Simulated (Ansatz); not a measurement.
## N2, singlet: the ladder up to full CI

Geometry: a point of a stretch scan, not a stationary point.

```yaml
atoms:
  - { symbol: N, position_ang: [0.0000, 0.0000, 0.0000] }
  - { symbol: N, position_ang: [0.0000, 0.0000, 1.7080] }
```

Basis 6-31G; Ansatz 0.2.0. Correlated methods freeze the noble-gas cores, which leaves 10 electrons in 16 orbitals. R marks a restricted (for open shells ROHF) determinant, U an unrestricted one. Active spaces: pair = (2e, 2o) about the gap; valence = (10e, 8o) chosen from the atoms' valence shells.

Full CI is exact within this basis and frozen core; it isn't the basis-set limit. The frozen core follows each run's orbitals, which can shift R against U totals by a few meV.

Unrestricted rows (U) aren't spin-pure: their determinants' ⟨S²⟩ exceeds S(S+1) by up to 2.32, so they mix in states of higher spin. Coupled cluster chose its determinant by a search with trial CCSD, here up to 1.34 eV above the lowest Hartree–Fock solution of its kind.

Even UCCSDTQ lies 0.11 eV above full CI, so the series on this determinant hasn't closed: it hasn't shed the higher spins in its determinant (⟨S²⟩ = 2.32). RHF is unstable: UHF (⟨S²⟩ = 2.32) lies 5.92 eV below the lowest RHF solution. Higher spins weren't run at this geometry and may lie near or lower.

The UHF ⟨S²⟩ is 2.322. The T1 diagnostic (RCCSD) is 0.0300 and the largest doubles amplitude (RCCSD) is 0.331.

| level | E − E(full CI) (mEh) | share of correlation (%) | wall time |
| --- | --- | --- | --- |
| UHF | 164.11 | 61.92 | – |
| UMP2 | 78.02 | 81.90 | – |
| RCCSD* | 37.14 | 91.38 | – |
| UCCSD* | 23.80 | 94.48 | – |
| RCCSD(T)* | -0.74 | 100.17 | 0.57 s |
| UCCSD(T)* | 15.88 | 96.32 | 0.9 s |
| BCCD(T)* | -4.06 | 100.94 | 0.66 s |
| RCCSDT* | 8.07 | 98.13 | – |
| UCCSDT* | 9.89 | 97.71 | – |
| RCCSDT(Q)* | -7.72 | 101.79 | 1.8 s |
| UCCSDT(Q)* | 6.96 | 98.38 | 4.2 s |
| RCCSDTQ* | 2.71 | 99.37 | 13 s |
| UCCSDTQ | 3.87 | 99.10 | 93 s |
| CASSCF (valence space) | 83.39 | 80.65 | – |
| NEVPT2 (valence space) | 20.98 | 95.13 | 1.2 s |
| MRCISD (valence space) | 3.30 | 99.23 | – |
| MRCISD+Q (valence space) | 0.69 | 99.84 | 1.9 s |

An asterisk marks runs whose energy the program itself flagged as in doubt.

The correlation energy at full CI, counted from the determinant under the R cluster runs, is -11.727 eV. That run took 25 s on 1 thread of Arm Neoverse V1, shared host over 2,388,528 determinants.

Run but not shown, since their state, orbitals or frozen core can't be matched to the reference's or they repeat it: RHF, RMP2, CISD, CISDTQ, CASSCF (pair space), NEVPT2 (pair space), MRCISD (pair space), MRCISD+Q (pair space).

Times hold each run's SCF and search for its determinant on a shared host, so for small cases they say little of a method's own cost; they ran on 1 thread of Arm Neoverse V1.

Not variational, and here over 5 meV under the exact energy: RCCSD(T), BCCD(T), RCCSDT(Q).

The full-CI state has the irrep Ag of D2h, in the program's axes (one component, if the state is degenerate).

Natural occupations of full CI about the gap: 1.984 1.973 1.859 1.630 1.630 0.366 0.366 0.140 0.013 0.009; effectively unpaired electrons, Σ n²(2−n)², 1.59. No single determinant describes this state well, so single-reference rows can miss without a flag.
